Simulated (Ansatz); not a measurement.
# Chromium, bcc: convergence with the k-point mesh

Computed with Ansatz, LDA, scalar-relativistic PAW, on the relaxed cell (a = 2.788 Å; non-magnetic). Errors count from a run at 420 eV on a Γ-centred 26×26×26 mesh with Fermi-Dirac smearing of 0.05 eV, extrapolated to zero width. Fixed here: cutoff 420 eV, Fermi-Dirac width 0.05 eV.

| k-mesh | E(σ→0) error (meV/atom) | P (GPa) | SCF iterations |
| --- | --- | --- | --- |
| 3×3×3 | 376.8 | 14.89 | 12 |
| 4×4×4 | 31.4 | -1.05 | 14 |
| 6×6×6 | -57.1 | -0.88 | 14 |
| 8×8×8 | 7.7 | 1.10 | 15 |
| 13×13×13 | -5.5 | 0.51 | 13 |
| 17×17×17 | -5.7 | 0.10 | 13 |
| 23×23×23 | -2.0 | 0.11 | 14 |

Q: What does the run at 10×10×10 give (k-mesh)?

A: E(σ→0) error (meV/atom): 9.8; P (GPa): 0.64; SCF iterations: 14.

Within 5 meV/atom of the last row: from 13×13×13 on.
